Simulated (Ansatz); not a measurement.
Process, species as SMILES: [SiH2][SiH3] (SiH2-SiH3) → 5 H atom + 2 Si atom
B3LYP-D3(BJ)/def2-TZVP geometries, fixed; electronic energies without zero-point terms.

Basis-set convergence of the atomisation energy at PBE0 with Ansatz (a first-principles code). Cartesian d functions, on some or all atoms, in 6-31G*, 6-31+G*; all else is spherical. The program fits the integrals of some runs and decomposes those of others, by size. Open shells are unrestricted. No added dispersion term, no relativity. Functions are those of the species that has most. Reference: the value in aug-cc-pV(Q+d)Z, 434.97 kcal/mol, itself unsure by roughly 0.45 kcal/mol (its mean distance from def2-QZVPPD, pcseg-3, def2-QZVPP). Deviations are taken from unrounded values.

```json
[
 {"basis": "pcseg-0", "functions": "36", "atomisation energy (kcal/mol)": "393.21", "minus reference (kcal/mol)": "-41.76"},
 {"basis": "6-31G*", "functions": "48", "atomisation energy (kcal/mol)": "430.99", "minus reference (kcal/mol)": "-3.99"},
 {"basis": "6-31+G*", "functions": "56", "atomisation energy (kcal/mol)": "431.39", "minus reference (kcal/mol)": "-3.59"},
 {"basis": "def2-TZVPD", "functions": "131", "atomisation energy (kcal/mol)": "434.23", "minus reference (kcal/mol)": "-0.75"},
 {"basis": "def2-TZVPPD", "functions": "181", "atomisation energy (kcal/mol)": "434.65", "minus reference (kcal/mol)": "-0.32"},
 {"basis": "6-311++G(3df,3pd)", "functions": "184", "atomisation energy (kcal/mol)": "433.84", "minus reference (kcal/mol)": "-1.14"},
 {"basis": "pcseg-3", "functions": "293", "atomisation energy (kcal/mol)": "434.49", "minus reference (kcal/mol)": "-0.48"},
 {"basis": "def2-QZVPPD", "functions": "317", "atomisation energy (kcal/mol)": "434.54", "minus reference (kcal/mol)": "-0.43"},
 {"basis": "aug-cc-pV(Q+d)Z", "functions": "408", "atomisation energy (kcal/mol)": "434.97", "minus reference (kcal/mol)": "0.00"}
]
```
